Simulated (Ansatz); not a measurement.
```yaml
crystal:
  periodic: [true, true, true]
  atoms:
    - {symbol: C, position_ang: [-1.601158, -1.736581, -1.321981]}
    - {symbol: S, position_ang: [-1.457591, 0.258365, -1.114414]}
    - {symbol: C, position_ang: [0.148380, 0.489019, 0.143799]}
    - {symbol: C, position_ang: [1.565626, -0.151785, -0.552520]}
    - {symbol: C, position_ang: [0.296828, 2.180310, 0.319712]}
    - {symbol: C, position_ang: [-0.156465, -0.230299, 1.658425]}
    - {symbol: H, position_ang: [-0.610115, -2.217169, -1.850526]}
    - {symbol: H, position_ang: [-1.819638, -2.295738, -0.257928]}
    - {symbol: H, position_ang: [-2.557746, -1.927913, -2.057453]}
    - {symbol: H, position_ang: [1.488222, -1.363126, -0.702936]}
    - {symbol: H, position_ang: [1.787487, 0.357935, -1.641219]}
    - {symbol: H, position_ang: [2.524335, 0.064767, 0.180614]}
    - {symbol: H, position_ang: [0.505573, 2.719561, -0.758496]}
    - {symbol: H, position_ang: [1.234953, 2.436315, 1.064318]}
    - {symbol: H, position_ang: [-0.717743, 2.664562, 0.802584]}
    - {symbol: H, position_ang: [-1.171504, 0.226777, 2.163408]}
    - {symbol: H, position_ang: [0.783784, -0.019398, 2.416751]}
    - {symbol: H, position_ang: [-0.285003, -1.443056, 1.565655]}
basis:
  gaussian: {orbitals: STO-3G}
hamiltonian: {xc: {name: CAM-B3LYP}}
output: {forces: true}
```

```sh
$ ansatz run in.yaml --threads 2 --pin off --events-out ev --progress --plain --max-ram 32768MiB --backend cpu
```

It prints (some lines left out):

```
Error: YAML parse error: error: line 2 column 3: crystal: missing field `lattice` (a structure is typed as `lattice` and `atoms`, a molecule's as `atoms` in Å alone, or read from a run's directory, `checkpoint`)
 --> <input>:2:3
  |
1 | crystal:
2 |   periodic: [true, true, true]
  |   ^ crystal: missing field `lattice` (a structure is typed as `lattice` and `atoms`, a molecule's as `atoms` in Å alone, or read from a run's directory, `checkpoint`)
3 |   atoms:
4 |     - {symbol: C, position_ang: [-1.601158, -1.736581, -1.321981]}
  |
```

Something in this input is off. What?

The molecule is marked periodic without a cell. The input was rejected before any iteration.
